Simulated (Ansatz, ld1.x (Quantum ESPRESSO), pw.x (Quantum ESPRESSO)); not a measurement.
hydrogen (fcc): variants of one TM potential in the solid

hydrogen (H), norm-conserving Troullier–Martins (Kleinman–Bylander form), made with ld1.x (Quantum ESPRESSO) 7.5 (PBEsol, scalar-relativistic). Core none, reference 1s1. Waves: 2p channel at 0.2 Ry: rc 1.45 bohr; 1s (bound): rc 1.30 bohr. Local part: the s channel. Core correction: none.

Crystal test: fcc H in pw.x 7.5, no spin, 18³ k-points, Fermi–Dirac smearing 0.01 Ry, cutoffs set for each file from its atomic test. The reference is all-electron LAPW (Ansatz 0.2.0) with the same functional, mesh and smearing; V0 and B0 come from Birch–Murnaghan fits to the pressures at five volumes. Errors are pseudo minus all-electron; Δ is the rms difference of the E(V) curves that follow from these fits, minima aligned, over ±6 % about the mean V0. Mesh and smearing are coarse, so the numbers serve the comparison and aren't converged zero-temperature values; the lattice is a test structure that the element need not adopt.

All-electron: a0 = 2.267 Å (V0 = 2.91 Å³/atom), B0 = 114.1 GPa.

2 further variants are left out: they gave no file fit for a test, a broken result, the same result as the base, or pressures whose basis-set error rivals the error shown.

A dash in a converged row means that the minimum lies outside the volumes sampled.

| change | cutoffs (Ry) | pw.x | a0 (Å) | a0 error (%) | B0 error (%) | Δ (meV/atom) | mean pressure error (GPa) |
| --- | --- | --- | --- | --- | --- | --- | --- |
| base | 45/180 | converged | 2.272 | +0.19 | -0.1 | 0.4 | +0.66 |
| all radii scaled by about 1.11 (s 1.44, p 1.60 bohr) | 40/160 | converged | 2.279 | +0.49 | -0.8 | 1.1 | +1.71 |
| all radii scaled by about 1.38 (s 1.80, p 2.00 bohr) | 35/140 | converged | – | – | – | – | +6.28 |

Question: Give the row for: all radii scaled by about 1.24 (s 1.62, p 1.80 bohr).

Answer: pw.x: converged; mean pressure error (GPa): +2.87; a0 (Å): 2.286; a0 error (%): +0.82; B0 error (%): -1.7; Δ (meV/atom): 1.8.
